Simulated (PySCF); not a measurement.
Gas-phase XPS of 1,4-pentadiyne, computed

Compound: 1,4-pentadiyne, C5H4.
Atom-mapped SMILES: `[CH:1]#[C:2][CH2:3][C:4]#[CH:5]`

Computed, not measured: delta-SCF UKS SCAN, pcX-2 on the ionised atom, pcseg-1 elsewhere, spin-free X2C (PySCF). These are vertical core ionisation energies against the vacuum level, from separate self-consistent calculations with and without the core hole.

Problem. Give the core binding energies atom by atom.

Solution. 
| atom(s) | environment | level | binding energy (eV) | above the level's lowest (eV) | count |
| --- | --- | --- | --- | --- | --- |
| C1/C5 | terminal alkyne carbon | C 1s | 290.47 | 0.00 | 2 |
| C2/C4 | alkyne carbon | C 1s | 290.96 | +0.49 | 2 |
| C3 | propargylic carbon | C 1s | 292.65 | +2.18 | 1 |

Lowest listed C 1s: C1/C5, bonded to C (triple bond) and H. Highest, 2.18 eV above it: C3, bonded to 2 C and 2 H.

Problem. Give the binding energy of C 1s of C2/C4 in hartree and in kJ/mol.

Solution. 290.96 eV = 10.6926 Eh = 28073 kJ/mol.

Atoms equivalent by their bonding share one computed value, that of the first of them. Spin contamination (⟨S²⟩ against 0.75 for a pure doublet) is marked for C 1s of C2/C4 (0.88), which makes this value less certain. Isolated species at its PBE0-D3(BJ)/def2-SVP geometry, gas phase.
